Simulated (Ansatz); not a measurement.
Run this with Ansatz 0.2.0 through its Python package and show what comes out.

`basis.py`:
```python
# -*- coding: utf-8 -*-
import ansatz as az

system = (
    az.Crystal.molecule()
    .atom("B", [0.8992, 0.067, 0.3567])
    .atom("C", [-0.6436, -0.1439, 0.0034])
    .atom("H", [1.5751, -0.5645, -0.3947])
    .atom("H", [1.1792, 1.2219, 0.2678])
    .atom("H", [-1.2688, 0.4418, 0.7086])
    .atom("H", [-0.9006, -1.2196, 0.0925])
    .atom("H", [-0.8403, 0.1973, -1.0342])
)

calculation = (
    system.calculation()
    .correlation("MP2")
    .charge(-1)
    .spin("collinear", total=1)
)

energies = {}
for basis in ["cc-pVDZ", "cc-pVTZ"]:
    r = calculation.basis(gaussian=basis).run(threads=1, pin="off").report
    size = r["n_frozen"] + r["n_occupied"][0] + r["n_virtual"][0]
    energies[basis] = (r["reference_energy_ev"] / 27.211386246, r["free_energy_ev"] / 27.211386246)
    print(f"{basis:14s} {size:4d} orbitals  reference {energies[basis][0]:14.6f} Ha  total {energies[basis][1]:14.6f} Ha")

small, large = (energies[b][1] - energies[b][0] for b in ("cc-pVDZ", "cc-pVTZ"))
limit = (3 ** 3 * large - 2 ** 3 * small) / (3 ** 3 - 2 ** 3)
print(f"correlation energy: {small:.6f} and {large:.6f} Ha, extrapolated {limit:.6f} Ha")
print(f"share caught by the larger set: {100 * large / limit:.1f} %")
```

```console
$ python basis.py
cc-pVDZ          53 orbitals  reference     -65.380729 Ha  total     -65.632614 Ha
cc-pVTZ         130 orbitals  reference     -65.406008 Ha  total     -65.716673 Ha
correlation energy: -0.251885 and -0.310665 Ha, extrapolated -0.335414 Ha
share caught by the larger set: 92.6 %
```

Against cc-pVDZ: cc-pVTZ -84.1 mHa. The last step alone is -84.06 mHa.

Caveats:
- The drop along the ladder measures the basis error, and is no property of the molecule.
- The geometry is a force-field or estimated start, not a minimum of this method, and the last set is no limit. Much of the fall in a total is atomic energy, which cancels in bond and reaction energies.
- The species is open-shell (spin multiplicity 2).
- Inner cores stay frozen, so this is valence correlation.
- An extrapolation from small basis sets is rough.
- Anions want diffuse functions, which this basis lacks.
- Hardware and time: 2.1 s on 1 thread of Arm Neoverse V1, on a shared host, peak memory 0.23 GiB.

(A comment or docstring line of the script was reworded after the run, the code is as it ran; lines on the test bed's own set-up are left out of the output.)
